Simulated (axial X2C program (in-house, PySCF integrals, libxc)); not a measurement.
## Bond lengths and stretching modes, held linear, of SiOH⁺

Calculated with an in-house all-electron X2C program for linear molecules (integrals from PySCF): two-component X2C with atomic mean-field Coulomb and Gaunt terms, Gaussian nuclei, basis Si dyall-v3z, O dyall-av3z, H dyall-v3z with contracted cores. Spin-free rows use the one-electron spin-free X2C Hamiltonian.

Masses Si 27.977, O 15.995, H 1.008 u. States: 2c Ω = 0 (all partner blocks equally filled); spin-free M_S = 0, Λ = 0 (closed shell).

PBE0, spin-free: energies above the lowest point

| r(Si–O) (Å) | r(O–H) (Å) | E (meV) |
| --- | --- | --- |
| 1.5073 | 0.9409 | 52.68 |
| 1.5073 | 0.9650 | 39.05 |
| 1.5073 | 0.9891 | 54.93 |
| 1.5460 | 0.9409 | 13.83 |
| 1.5460 | 0.9650 | 0.00 |
| 1.5460 | 0.9891 | 15.71 |
| 1.5460 | 1.0132 | 56.36 |
| 1.5846 | 0.9409 | 48.90 |
| 1.5846 | 0.9650 | 34.88 |
| 1.5846 | 0.9891 | 50.42 |
| 1.6233 | 0.9650 | 129.25 |
| 1.6233 | 1.0132 | 184.96 |

Question: Fit a quadratic surface with cubic terms in each bond: where is the minimum, and what are the two stretching wavenumbers?

Answer: At PBE0, spin-free: bonds 1.546 and 0.964 Å; harmonic stretches 1126.3 and 3844.8 cm⁻¹; force constants 7.94, 8.22 and coupling -0.03 mdyn/Å.

The other levels and Hamiltonians give:

| Hamiltonian | level | r(Si–O) (Å) | r(O–H) (Å) | lower stretch (cm⁻¹) | upper stretch (cm⁻¹) |
| --- | --- | --- | --- | --- | --- |
| 2c | PBE0 | 1.546 | 0.964 | 1126.4 | 3845.0 |
| 2c | HF | 1.525 | 0.945 | 1192.5 | 4077.4 |
| 2c | r2SCAN | 1.549 | 0.966 | 1116.4 | 3796.1 |
| 2c | MP2 | 1.552 | 0.967 | 1118.2 | 3811.2 |
| spin-free | HF | 1.525 | 0.945 | 1192.4 | 4077.5 |
| spin-free | r2SCAN | 1.549 | 0.966 | 1116.3 | 3796.0 |
| spin-free | MP2 | 1.552 | 0.967 | 1118.1 | 3811.1 |

Each state is one determinant, the lowest of a limited PBE0 search; the stretches come from a fit to these few points and carry an uncertainty of a few per cent. Other orders of the atoms were not compared. MP2 freezes inner shells (threshold -2 hartree). The molecule was held linear; bending was not examined, so a bent shape may lie lower.
